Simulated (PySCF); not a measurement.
formate(1-), CHO2 (charge -1), SMILES O=C[O-], point group C2v.

Level: PBE0/pcSseg-2 in PySCF (density fitting, grid level 2); geometry and Hessian at that level, cubic constants and property derivatives from steps of ±0.6 along each species' dimensionless normal coordinates, second-order vibrational perturbation theory. The parent has the commonest isotopes.

Equilibrium geometry (Å):

```tsv
atom	x	y	z
O1	-0.8901	-0.8249	0.1572
C2	0.0163	-0.0198	0.4389
O3	1.1693	-0.2131	0.8660
H4	-0.2546	1.0768	0.2793
```

Species: ¹³C at 2. Output of the displacement run:

```
mode    cm-1    km/mol   phi_rrr   E(+)/cm-1  E(-)/cm-1
  1    751.11    33.05     -31.0     134.12     136.35
  2   1040.02     3.76      -0.2     187.84     187.94
  3   1350.25   163.62    -204.5     235.73     250.46
  4   1379.58     5.51      -0.1     248.29     248.31
  5   1673.34   737.06      -0.4     301.83     301.86
  6   2556.67   621.17    1988.8     538.08     395.60
```

For the shielding of C2 (σe = 14.50 ppm):

| mode | ω (cm⁻¹) | Σr φrrs (cm⁻¹) | ∂σ/∂q | ∂²σ/∂q² |
| --- | --- | --- | --- | --- |
| 1 | 751 | -197 | -1.775 | -1.285 |
| 2 | 1040 | -1 | 0.000 | -1.054 |
| 3 | 1350 | -486 | -11.657 | -1.049 |
| 4 | 1380 | 0 | 0.001 | -0.922 |
| 5 | 1673 | -1 | -0.001 | 1.098 |
| 6 | 2557 | 1590 | -2.580 | -1.321 |

Question: Work out the zero-point average of this shielding.

Answer: With ⟨qs⟩ = −Σr φrrs/(4ωs) and ⟨qs²⟩ = 1/2: the mean displacements are 0.066, 0.000, 0.090, 0.000, 0.000, -0.155. The anharmonic term Σ (∂σ/∂q)⟨q⟩ is -0.76 ppm, the harmonic term ¼ Σ ∂²σ/∂q² is -1.13 ppm, so ⟨σ⟩ = 12.60 ppm.
